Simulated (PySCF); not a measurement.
Record of a relaxation.

Species: CF4.
Bonds: F1–C2, C2–F3, C2–F4, C2–F5.

Computed by this run: PBE0-D3(BJ)/def2-SVP geometry optimisation, gas phase in PySCF; density fitting, grid level 1; the optimiser is geomeTRIC in internal coordinates, started from a GFN2-xTB structure with every atom displaced at random (about 0.01 Å). The frame can shift and turn from step to step; on so coarse a grid that alone can change the energy by a few meV, and forces under 0.02 eV/Å are noise.

Step 0: E = -11884.4293 eV, largest atomic force 1.134 eV/Å
```
atom  x, y, z in Å  |  force x, y, z in eV/Å
F1      0.403    1.088   -0.584   -0.059   0.652  -0.354
C2     -0.004   -0.004   -0.006    0.841  -0.761   0.008
F3     -0.535   -0.813   -0.908    0.305   0.045   0.291
F4      1.073   -0.573    0.557   -1.015   0.027  -0.256
F5     -0.903    0.267    0.902   -0.071   0.037   0.312
```

Step 1: E = -11884.4546 eV, largest atomic force 0.765 eV/Å
```
atom  x, y, z in Å  |  force x, y, z in eV/Å
F1      0.394    1.110   -0.601    0.018  -0.004   0.021
C2      0.005    0.005   -0.011    0.269  -0.694   0.175
F3     -0.511   -0.823   -0.897   -0.030   0.141  -0.130
F4      1.036   -0.595    0.564   -0.060   0.320  -0.167
F5     -0.890    0.269    0.907   -0.197   0.238   0.100
```

Step 2: E = -11884.4621 eV, largest atomic force 0.176 eV/Å
```
atom  x, y, z in Å  |  force x, y, z in eV/Å
F1      0.391    1.102   -0.600    0.070   0.079  -0.043
C2      0.005   -0.006   -0.008    0.110  -0.137   0.014
F3     -0.508   -0.823   -0.902   -0.044   0.005   0.040
F4      1.040   -0.587    0.566   -0.053   0.076  -0.035
F5     -0.895    0.280    0.906   -0.083  -0.023   0.023
```

Step 3: E = -11884.4629 eV, largest atomic force 0.025 eV/Å
```
atom  x, y, z in Å  |  force x, y, z in eV/Å
F1      0.395    1.100   -0.603    0.000   0.018  -0.018
C2      0.007   -0.007   -0.008    0.006  -0.014  -0.001
F3     -0.508   -0.828   -0.898    0.011  -0.007   0.004
F4      1.041   -0.579    0.569   -0.011  -0.004   0.006
F5     -0.900    0.280    0.901   -0.007   0.006   0.009
```

Step 4: E = -11884.4630 eV, largest atomic force 0.021 eV/Å
```
atom  x, y, z in Å  |  force x, y, z in eV/Å
F1      0.395    1.098   -0.607   -0.004  -0.005  -0.002
C2      0.007   -0.007   -0.008   -0.015   0.013  -0.005
F3     -0.505   -0.832   -0.896    0.006  -0.006   0.003
F4      1.039   -0.576    0.574    0.007  -0.006   0.012
F5     -0.902    0.283    0.899    0.006   0.003  -0.007
```

Problem. Summarise the path.

Solution. The energy falls by 3.26 kJ/mol from step 0 to step 4; nine tenths of that is first reached at step 2. It falls at every step. The largest force goes from 1.134 to 0.021 eV/Å. Among the bonds C2–F4 changes most, from 1.341 to 1.315 Å; the atoms move by 0.022 Å rms after alignment.

Problem. Follow the three bonds and two angles with the largest change from start to end.

Solution. 
```
step  E above end (kJ/mol)  largest force (eV/Å)  C2–F4 (Å)  F1–C2 (Å)  C2–F5 (Å)  F1–C2–F4 (°)  F1–C2–F5 (°)
   0                  3.26                 1.134      1.341      1.301      1.306         107.0         110.5
   1                  0.81                 0.765      1.325      1.312      1.310         110.3         110.3
   2                  0.09                 0.176      1.318      1.314      1.314         109.7         109.3
   3                  0.01                 0.025      1.315      1.316      1.316         109.4         109.5
   4                  0.00                 0.021      1.315      1.316      1.316         109.5         109.5
```

What follows is the cost of the whole optimisation. Time: 11 s wall; peak memory 0.31 GiB. Hardware: one thread of an Arm Neoverse N1, shared host with 64 logical CPUs at a one-minute load of 60.
